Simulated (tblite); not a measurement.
Start geometry of `NC(C#[C])=O` [radical] from a force field or distance geometry (Å):
```
atom  x, y, z in Å
C1     2.556   -0.518   -1.118
C2     1.257    0.060   -0.474
C3     0.040    0.526    0.143
N4    -0.991   -0.364    0.257
O5    -0.083    1.687    0.526
H6    -1.859   -0.055    0.683
H7    -0.915   -1.329   -0.044
```

What comes out of this run: GFN2-xTB geometry optimisation, gas phase in tblite?

```
atom  x, y, z in Å
C1     2.2214   -0.4912   -0.9899
C2     1.2615    0.0114   -0.4774
C3     0.0522    0.5548    0.1399
N4    -0.9230   -0.3650    0.2390
O5    -0.0135    1.7020    0.5028
H6    -1.8052   -0.1022    0.6490
H7    -0.7900   -1.3049   -0.0904
```

The energy falls by 67.5 kcal/mol over 28 L-BFGS steps, the largest force on an atom goes from 9.75 to 0.005 eV/Å, and the atoms move by 0.155 Å rms after alignment. The bond that changes most is C1≡C2 (ends: carbon bonded to C; carbon bonded to 2 C), which shortens by 0.362 Å. Bonds longer at the end by more than 0.005 Å: 1 of 6; shorter: 5. Among the angles that change most is C2–C3–N4, from 117.5° to 112.1°. Rotational constants go from 11542, 3812, 2866 to 11413, 4641, 3299 MHz. The orientation of the end geometry is arbitrary; only internal coordinates are fixed.

Hardware: one thread, Arm Neoverse V1 (aarch64), shared host. Cost: under 0.1 s of wall time.

Its GFN2-xTB frequencies are all real (lowest 158 cm⁻¹).

One conformer stands for the species.

The numbers are calculated, not measured.
